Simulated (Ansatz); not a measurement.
# CH4FSi+: an energy map over two coordinates

Aim: map the energy of CH4FSi, SMILES FC[SiH2+], charge +1 over two coordinates, and find its wells, ridges and stiffness.

Program: Ansatz 0.2.0. Level of theory: RKS B3LYP-D4/def2-TZVP. These are calculated values, not measurements.

### 1 Starting geometry

SMILES `FC[SiH2+]`, 7 atoms, charge 1, spin multiplicity 1.

Atoms are counted from 1 here; the program's logs count them from 0.

Bond lengths: F1–C2 1.355 Å, C2–Si3 1.874 Å, C2–H4 1.125 Å, C2–H5 1.125 Å, Si3–H6 1.494 Å, Si3–H7 1.494 Å. Angles: F1–C2–Si3 112.8°, F1–C2–H4 112.2°, F1–C2–H5 112.2°, Si3–C2–H4 107.4°, Si3–C2–H5 107.4°, H4–C2–H5 104.3°, C2–Si3–H6 121.4°, C2–Si3–H7 119.1°, H6–Si3–H7 119.5°.

Coordinates:

```xyz
7

F    -1.84281    0.21069   -0.01194
C    -0.65168   -0.22039   -0.49360
Si    0.79293    0.26729    0.59545
H    -0.62105   -1.33851   -0.61246
H    -0.44292    0.17421   -1.52600
H     0.59181    1.04701    1.85350
H     2.17373   -0.14031    0.19506
```

This geometry comes from a loose relaxation at PBE in a small basis, which is not shown.

### 3 The grid

- umbrella angle at Si3 (between each of its bonds and their common axis; 90 is planar): 15 values from 66.0 to 114.0 °
- change of the bonds Si3–C2, Si3–H6, Si3–H7, all alike: 15 values from −0.176 to 0.272 Å

Nothing else is relaxed (all other coordinates rigid). Energies count from the relaxed molecule at the same level. Points are written as (first, second).

(The set-up runs are not shown.)

### 4 Point (86.6°, −0.176 Å)

input.yaml

```yaml
crystal:
  periodic: [false, false, false]
  atoms:
    - { symbol: F, position_ang: [-1.654657, 0.379038, 0.054323] }
    - { symbol: C, position_ang: [-0.477068, -0.099265, -0.452659] }
    - { symbol: Si, position_ang: [0.799117, 0.260018, 0.58773] }
    - { symbol: H, position_ang: [-0.530795, -1.189502, -0.601146] }
    - { symbol: H, position_ang: [-0.273631, 0.336663, -1.44368] }
    - { symbol: H, position_ang: [0.599918, 1.001613, 1.628846] }
    - { symbol: H, position_ang: [2.011509, -0.013103, 0.223182] }
total_charge: 1
basis:
  gaussian: { orbitals: def2-TZVP }
hamiltonian:
  xc: { name: B3LYP }
  dispersion: d4
output:
  forces: true
```

Started as:

```console
$ ansatz run input.yaml --threads 1 --pin off --max-ram 2560MiB --backend cpu --events-out ev --progress --plain --runs-dir out
```

Further runs follow: the other points that were computed.

Q: Predict the outcome of this session. Wanted: lowest point; highest computed point; largest force on an atom.

**Answer**, as computed:

| quantity | value |
| --- | --- |
| lowest point | (90.0°, 0.016 Å), 0.007 eV |
| highest computed point | (66.0°, −0.176 Å), 2.60 eV above the lowest |
| largest force on an atom (eV/Å) | 0.29 at (90.0°, 0.016 Å) to 5.61 at (66.0°, −0.176 Å); 0.29 at the lowest point |
| time for the whole task | 7 min on 1 thread, shared host |

**Reading.** The lowest computed point is at (90.0°, 0.016 Å), 0.007 eV from the relaxed molecule at the same level. The grid is coarse, so the lowest point of the scanned range may lie between grid points; coordinates that were held can hide deeper minima. The grid shows no other well, apart from its symmetry copies. The highest computed point, (114.0°, −0.176 Å), lies 2.60 eV above the lowest. Round the minimum the two coordinates are nearly uncoupled.
